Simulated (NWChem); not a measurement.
nitrogen dioxide (NO₂, doublet); SMILES [O]N=O

```xyz
3

O     -1.0919     0.0000    -0.1384
N      0.0000     0.0000     0.3162
O      1.0919     0.0000    -0.1384
```
Atoms are numbered in this order, from 1.

Computed with NWChem. Pople sets run with spherical d functions. Spin-unrestricted. In the optimisation the excess spin sits in a1 (C2v, its own frame). Geometry: optimised at PBE0-D3(BJ)/def2-TZVP, spin-unrestricted. No stability test was run on the SCF state.

**Question.** Taking B3LYP/def2-QZVP as the yardstick, which of these has the fewest basis functions while keeping “dipole (D)” within 0.1 D of it: B3LYP/6-31+G*; B3LYP/6-31G*; B3LYP/6-311G**; B3LYP/6-311++G**; B3LYP/3-21G; B3LYP/STO-3G; B3LYP/def2-TZVPD?

**Answer.** B3LYP/6-31G*.
| level | basis functions | dipole (D) |
|---|---|---|
| B3LYP/STO-3G | 15 | 0.06 |
| B3LYP/3-21G | 27 | 0.21 |
| B3LYP/6-31G* | 42 | 0.32 |
| B3LYP/6-31+G* | 54 | 0.36 |
| B3LYP/6-311G** | 54 | 0.31 |
| B3LYP/6-311++G** | 66 | 0.35 |
| B3LYP/def2-TZVPD | 117 | 0.35 |
| B3LYP/def2-QZVP | 171 | 0.34 |

The yardstick is one finite set, not the basis-set limit.
